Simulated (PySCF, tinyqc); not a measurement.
Inside a calculation. Method: G0W0 on RHF in the sto-3g basis, for BH, spin multiplicity 1. The lowest restricted solution is unstable here: a spin-polarised one lies 0.0068 hartree lower (PySCF). One step of it, computed by the program tinyqc.

Question. Integrals over molecular orbitals. (pq|rs) = sum C_ip C_jq C_kr C_ls (ij|kl), one index at a time.

coefficients C:
```
              MO1        MO2        MO3       MO4        MO5        MO6
1B 1s    0.992462  -0.233006  -0.178370  0.000000   0.000000   0.109133
1B 2s    0.027437   0.734227   0.677900  0.000000   0.000000  -0.487514
1B 2px   0.000000   0.000000   0.000000  0.259840   0.965652   0.000000
1B 2py   0.000000   0.000000   0.000000  0.965652  -0.259840   0.000000
1B 2pz   0.004319   0.159956  -0.574964  0.000000   0.000000  -0.910942
2H 1s   -0.005141   0.454404  -0.495545  0.000000   0.000000   0.939528
```

core Hamiltonian H = T + V (hartree), lower triangle:
```
             1B 1s      1B 2s     1B 2px     1B 2py     1B 2pz      2H 1s
1B 1s   -12.673401
1B 2s    -3.282218  -3.761259
1B 2px    0.000000   0.000000  -2.941007
1B 2py    0.000000   0.000000   0.000000  -2.941007
1B 2pz   -0.011664  -0.112892   0.000000   0.000000  -3.016208
2H 1s    -0.408275  -1.084688   0.000000   0.000000  -1.088899  -2.221087
```

Two-electron integrals (ij|kl) in chemists' order, unique and non-zero (hartree):
```
(11|11) 2.923513   (21|11) 0.518376   (21|21) 0.109262   (22|11) 0.744229
(22|21) 0.193177   (22|22) 0.544804   (31|31) 0.020264   (32|31) 0.029996
(32|32) 0.120346   (33|11) 0.742491   (33|21) 0.193240   (33|22) 0.544682
(33|33) 0.586773   (41|41) 0.020264   (42|41) 0.029996   (42|42) 0.120346
(43|43) 0.031630   (44|11) 0.742491   (44|21) 0.193240   (44|22) 0.544682
(44|33) 0.523513   (44|44) 0.586773   (51|51) 0.020264   (52|51) 0.029996
(52|52) 0.120346   (53|53) 0.031630   (54|54) 0.031630   (55|11) 0.742491
(55|21) 0.193240   (55|22) 0.544682   (55|33) 0.523513   (55|44) 0.523513
(55|55) 0.586773   (61|11) 0.063211   (61|21) 0.013283   (61|22) 0.023592
(61|33) 0.023489   (61|44) 0.023489   (61|51) 0.000927   (61|52) 0.001728
(61|55) 0.023813   (61|61) 0.001662   (62|11) 0.176156   (62|21) 0.046572
(62|22) 0.147712   (62|33) 0.143292   (62|44) 0.143292   (62|51) 0.005069
(62|52) 0.032949   (62|55) 0.156404   (62|61) 0.006041   (62|62) 0.059329
(63|31) 0.004303   (63|32) 0.020963   (63|53) 0.005887   (63|63) 0.005900
(64|41) 0.004303   (64|42) 0.020963   (64|54) 0.005887   (64|64) 0.005900
(65|11) 0.175156   (65|21) 0.046869   (65|22) 0.156755   (65|33) 0.148630
(65|44) 0.148630   (65|51) 0.008584   (65|52) 0.052227   (65|55) 0.172828
(65|61) 0.006320   (65|62) 0.073305   (65|65) 0.094624   (66|11) 0.350736
(66|21) 0.094340   (66|22) 0.339856   (66|33) 0.320970   (66|44) 0.320970
(66|51) 0.011196   (66|52) 0.099364   (66|55) 0.377133   (66|61) 0.012369
(66|62) 0.183520   (66|65) 0.244684   (66|66) 0.774606
```

Give: one-electron integrals over orbitals h = C^T H C; Two-electron integrals over orbitals.

Answer.

one-electron integrals over orbitals h = C^T H C (hartree), lower triangle:
```
          1        2        3        4        5        6
1  -12.6604
2    0.2893  -2.9497
3    0.2094  -0.2215  -2.7588
4    0.0000   0.0000   0.0000  -2.9410
5    0.0000   0.0000   0.0000   0.0000  -2.9410
6   -0.1286   0.4539  -0.3130   0.0000   0.0000  -2.4833
```

Two-electron integrals over orbitals (pq|rs), unique and non-zero (hartree):
```
(11|11) 2.8921    (21|11) -0.2544   (21|21) 0.0360    (22|11) 0.6032
(22|21) -0.0064   (22|22) 0.5088    (31|11) -0.1907   (31|21) 0.0243
(31|22) -0.0153   (31|31) 0.0278    (32|11) 0.1272    (32|21) -0.0086
(32|22) -0.0490   (32|31) 0.0048    (32|32) 0.1036    (33|11) 0.6333
(33|21) -0.0119   (33|22) 0.4337    (33|31) 0.0034    (33|32) 0.0404
(33|33) 0.5083    (41|41) 0.0216    (42|41) 0.0215    (42|42) 0.0717
(43|41) 0.0162    (43|42) 0.0448    (43|43) 0.0506    (44|11) 0.7420
(44|21) -0.0095   (44|22) 0.4597    (44|31) -0.0066   (44|32) 0.0679
(44|33) 0.4717    (44|44) 0.5868    (51|51) 0.0216    (52|51) 0.0215
(52|52) 0.0717    (53|51) 0.0162    (53|52) 0.0448    (53|53) 0.0506
(54|54) 0.0316    (55|11) 0.7420    (55|21) -0.0095   (55|22) 0.4597
(55|31) -0.0066   (55|32) 0.0679    (55|33) 0.4717    (55|44) 0.5235
(55|55) 0.5868    (61|11) 0.1171    (61|21) -0.0199   (61|22) -0.0077
(61|31) -0.0013   (61|32) 0.0149    (61|33) 0.0175    (61|44) 0.0038
(61|55) 0.0038    (61|61) 0.0238    (62|11) -0.1730   (62|21) 0.0027
(62|22) -0.0340   (62|31) 0.0125    (62|32) -0.0448   (62|33) -0.0014
(62|44) -0.0917   (62|55) -0.0917   (62|61) 0.0094    (62|62) 0.1095
(63|11) 0.1312    (63|21) -0.0038   (63|22) -0.0249   (63|31) 0.0055
(63|32) 0.0912    (63|33) 0.0543    (63|44) 0.0689    (63|55) 0.0689
(63|61) 0.0102    (63|62) -0.0613   (63|63) 0.1074    (64|41) -0.0093
(64|42) -0.0323   (64|43) -0.0046   (64|64) 0.0287    (65|51) -0.0093
(65|52) -0.0323   (65|53) -0.0046   (65|65) 0.0287    (66|11) 0.6337
(66|21) -0.0059   (66|22) 0.5209    (66|31) -0.0154   (66|32) -0.0630
(66|33) 0.4598    (66|44) 0.4546    (66|55) 0.4546    (66|61) -0.0088
(66|62) -0.0081   (66|63) -0.0377   (66|66) 0.5694
```
